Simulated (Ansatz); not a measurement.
**C2H4O2: taking an electron away**

One table from this session's results is given with a row withheld; the runs are named, their logs left out.

Computed with Ansatz 0.2.0, Gaussian basis. Level: unrestricted cation, the program's frozen cores in correlated methods.

Levels to be run: UKS PBE-D4/def2-TZVPP; UKS r2SCAN-D4/def2-TZVPP; UKS PBE0-D4/def2-TZVPP; UKS B3LYP-D4/def2-TZVPP; UKS wB97X-V/def2-TZVPP; UKS wB97M-V/def2-TZVPP; UKS B2PLYP/def2-TZVPP; UHF-CCSD(T)/def2-TZVPP; UHF-MP2/def2-QZVPP; extrapolation to the limit; then −ε(HOMO) from the neutral's earlier runs with LDA (SPW92), PBE-D4, revPBE-D4, BLYP-D4, r2SCAN-D4, B97M-V, PBE0-D4, B3LYP-D4, r2SCANh-D4, r2SCAN0-D4, HSE06-D4, BHLYP-D4, CAM-B3LYP-D4, LC-ωPBE, ωB97X-V, ωB97M-V.

## The relaxed structure

The geometry comes from an earlier relaxation with PBE0-D4 in a triple-zeta def2 set; it is a stationary point, not always the lowest conformer.

SMILES `O=CCO`, 8 atoms, charge 0, spin multiplicity 1.

Atoms are counted from 1 here; the program's logs count them from 0.

Bond lengths: O1–C2 1.203 Å, C2–C3 1.497 Å, C2–H5 1.108 Å, C3–O4 1.387 Å, C3–H6 1.102 Å, C3–H7 1.102 Å, O4–H8 0.969 Å. Angles: O1–C2–C3 121.7°, O1–C2–H5 121.6°, C3–C2–H5 116.7°, C2–C3–O4 112.2°, C2–C3–H6 107.5°, C2–C3–H7 107.6°, O4–C3–H6 111.6°, O4–C3–H7 111.6°, H6–C3–H7 106.0°, C3–O4–H8 105.9°.

The first run:

The input, in.yaml:

```yaml
crystal:
  periodic: [false, false, false]
  atoms:
    - {symbol: O, position_ang: [-0.677367, -0.184904, -1.577906]}
    - {symbol: C, position_ang: [0.186047, 0.291998, -0.889576]}
    - {symbol: C, position_ang: [0.244733, 0.041198, 0.584656]}
    - {symbol: O, position_ang: [-0.787922, -0.777195, 1.017465]}
    - {symbol: H, position_ang: [0.977612, 0.938928, -1.315777]}
    - {symbol: H, position_ang: [1.230793, -0.397059, 0.808131]}
    - {symbol: H, position_ang: [0.225157, 1.020398, 1.089617]}
    - {symbol: H, position_ang: [-1.306854, -0.990463, 0.227587]}
basis:
  gaussian: {orbitals: def2-TZVPP}
total_charge: 1
magnetization: {spin_polarized: true, initial_magnetization: 1}
hamiltonian: {xc: pbe, dispersion: d4}
```

Steps of the session up to this table: Cation, UKS PBE-D4/def2-TZVPP; Cation, UKS r2SCAN-D4/def2-TZVPP; Cation, UKS PBE0-D4/def2-TZVPP; Cation, UKS B3LYP-D4/def2-TZVPP; Cation, UKS wB97X-V/def2-TZVPP; Cation, UKS wB97M-V/def2-TZVPP; Cation, UKS B2PLYP (frozen core)/def2-TZVPP; Cation, UHF-CCSD(T)/def2-TZVPP; Cation, UHF-MP2/def2-QZVPP.

One of the session's tables, all rows but one given; the rest of the session is left out.

Orbital estimates, from the neutral's runs:

| functional | −ε(HOMO) (eV) |
| --- | --- |
| LDA (SPW92) | ? |
| PBE-D4 | 6.55 |
| revPBE-D4 | 6.49 |
| BLYP-D4 | 6.50 |
| r2SCAN-D4 | 6.85 |
| B97M-V | 7.01 |
| PBE0-D4 | 8.16 |
| B3LYP-D4 | 7.95 |
| r2SCANh-D4 | 7.46 |
| r2SCAN0-D4 | 8.37 |
| HSE06-D4 | 7.75 |
| BHLYP-D4 | 9.75 |
| CAM-B3LYP-D4 | 9.66 |
| LC-ωPBE | 10.96 |
| ωB97X-V | 10.63 |
| ωB97M-V | 10.57 |

Estimate the missing values for LDA (SPW92).

The run gave: −ε(HOMO) (eV): 6.71. In the column «−ε(HOMO) (eV)» it lies between PBE-D4 (6.55) and r2SCAN-D4 (6.85).
